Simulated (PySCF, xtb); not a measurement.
fluorine cation (F2), SMILES FF (connectivity only; charge and spin as stated), charge +1, multiplicity 2.

Harmonic wavenumbers (cm⁻¹) from GFN2-xTB (xtb) at its own minimum, in rising order: 859.

Question: What does PBE-D3(BJ)/def2-TZVPD (PySCF) give at its own minimum? (The exact figures need the calculation; the answer reports its results.)

Answer: 1151. Paired by order, the mean absolute difference is 293 cm⁻¹ and the zero-point energies are 1.2 and 1.6 kcal/mol.
